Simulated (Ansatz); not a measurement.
We consider 1T (CdI2-type) VSe2 (undistorted form, which takes a superstructure on cooling), described by PBEsol (PAW; Ansatz, a first-principles code).

Numerical settings: plane-wave cutoff 500 eV, 12×12×6 k mesh (along the axes of the cell as run), Fermi–Dirac smearing 0.05 eV, scalar-relativistic PAW data made under PBE.

Computed at the level's own relaxed cell.

### Question
Predict the volume per atom, lattice parameter a and lattice parameter c.

### Answer

volume per atom: 19.09 Å³/atom
lattice parameter a: 3.275 Å
lattice parameter c: 6.165 Å

Note: the cell comes from a level without a dispersion term, which matters for the spacing of layers, chains or molecules; the cell has widely spaced layers and the level no dispersion term, so their spacing and the moduli can rest on weak binding.

Static lattice: no zero-point or thermal effects.

Cost on a shared machine: roughly 40 core-seconds.
